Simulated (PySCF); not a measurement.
## From computed data to an observable: dipole moment from atomic charges

N2O, SMILES [O-][N+]#N. Atoms are numbered in the order given.

```xyz
3

N      0.0000     0.0000    -1.1894
N      0.0000     0.0000    -0.0713
O      0.0000     0.0000     1.1031
```
Charge 0, spin multiplicity 1.

Geometry: PBE0-D3(BJ)/def2-TZVP.

Charges (e) from HF/def2-TZVPD (PySCF):

| atom | IAO | ESP fit |
|---|---|---|
| N1 | -0.164 | -0.278 |
| N2 | 0.577 | 0.648 |
| O3 | -0.413 | -0.370 |

The dipole moment of the full density is 0.58 D.

### Question
What dipole moment does each set of point charges give, and which comes closer to that of the density?

### Answer

μ = Σ q r, and 1 e Å = 4.8032 D.
IAO: Σ q r = (0.000, 0.000, -0.302) e Å, |μ| = 1.45 D.
ESP fit: Σ q r = (0.000, 0.000, -0.124) e Å, |μ| = 0.59 D.
ESP fit comes closer in size. Point charges leave out the atoms' own dipoles (lone pairs, polarised bonds); fits to the potential absorb them, partitions of the density don't.
